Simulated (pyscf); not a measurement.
## Concerted two-bond exchange: H₃C–GeH₃ (SMILES [CH3][GeH3]) -> H₃C–GeH₃ (SMILES [CH3][GeH3])

Gas phase, singlet surface, charge 0. Bonds broken: C1–H6, Ge2–H3. Bonds formed: C1–H3, Ge2–H6. Optimised with ωB97X-D3(BJ)/def2-SVP in PySCF. MP2 and CC: frozen core, UHF for open shells. ΔMP2 is the change of the MP2 total energy from the triple- to the quadruple-zeta basis.

Transition state (Å):

```xyz
8

C      0.8330    -1.0936     0.1286
Ge    -0.1948     0.1329     1.1133
H     -0.3241    -1.4472     1.9773
H      0.4089    -1.6957    -0.6894
H      1.9023    -1.2614     0.3283
H      0.4899     1.0501    -0.2830
H      0.4371     0.9523     2.2462
H     -1.6834     0.3355     0.8011
```

One imaginary mode, 1900i cm⁻¹; descent along it reached the two sides named.

```csv
bond,change,reactant side (Å),saddle,product side
C1–H6,breaks,1.100,2.210,2.9
Ge2–H3,breaks,1.539,1.806,2.554
C1–H3,forms,2.9,2.209,1.100
Ge2–H6,forms,2.554,1.805,1.539
```

Electronic energies relative to the reactant's lowest minimum found (kJ/mol):

```json
[
 {"level": "ωB97X-D3(BJ)/def2-TZVP", "barrier": "591.8", "reaction energy": "0.0", "reverse barrier": "591.8"},
 {"level": "r²SCAN/def2-TZVP", "barrier": "564.9", "reaction energy": "0.0", "reverse barrier": "564.9"},
 {"level": "B3LYP-D3(BJ)/def2-TZVP", "barrier": "561.6", "reaction energy": "0.0", "reverse barrier": "561.6"},
 {"level": "PBE0-D3(BJ)/def2-TZVP", "barrier": "577.3", "reaction energy": "0.0", "reverse barrier": "577.3"},
 {"level": "M06-2X/def2-TZVP", "barrier": "582.4", "reaction energy": "0.0", "reverse barrier": "582.4"},
 {"level": "ωB97M-D3(BJ)/def2-TZVP", "barrier": "583.1", "reaction energy": "0.0", "reverse barrier": "583.1"},
 {"level": "HF/def2-TZVP", "barrier": "587.7", "reaction energy": "0.0", "reverse barrier": "587.7"},
 {"level": "MP2/def2-QZVPP", "barrier": "625.1", "reaction energy": "0.0", "reverse barrier": "625.1"},
 {"level": "CCSD/def2-TZVPP", "barrier": "590.1", "reaction energy": "0.0", "reverse barrier": "590.1"},
 {"level": "CCSD(T)/def2-TZVPP", "barrier": "580.4", "reaction energy": "0.0", "reverse barrier": "580.4"},
 {"level": "CCSD(T)/def2-TZVPP + ΔMP2(QZVPP)", "barrier": "581.1", "reaction energy": "0.0", "reverse barrier": "581.1"}
]
```

With CCSD(T)/def2-TZVPP + ΔMP2(QZVPP) energies and thermal terms (ideal gas, 1 atm, RRHO with modes under 100 cm⁻¹ raised to 100, one conformer, R ln 2 for rigid chiral ones), in kJ/mol:

```csv
T (K),ΔH‡,ΔG‡,ΔH,ΔG
298,553.2,553.0,0.0,0.0
600,554.7,552.4,0.0,0.0
900,556.1,550.9,0.0,0.0
1200,556.7,549.0,0.0,0.0
```

The same reactants have a lower exit, to GeH₂ [singlet] + CH₄ (barrier +268.0 kJ/mol at ωB97M-D3(BJ), against +583.1 kJ/mol here). This is the saddle that the search found; another between the same sides may lie lower. A restricted solution here is unstable towards spin polarisation, so biradical character is likely and single-reference numbers are less safe. The CCSD(T) − MP2 part came from Ansatz, without density fitting, on the same reference. The frozen core leaves the outer d or s,p core shells of the metals and heavy elements correlated in the MP2 and CC values, and def2-TZVPP describes them poorly, which can shift differences by a few kcal/mol. Elements up to Kr have no core potential and no relativistic terms here.
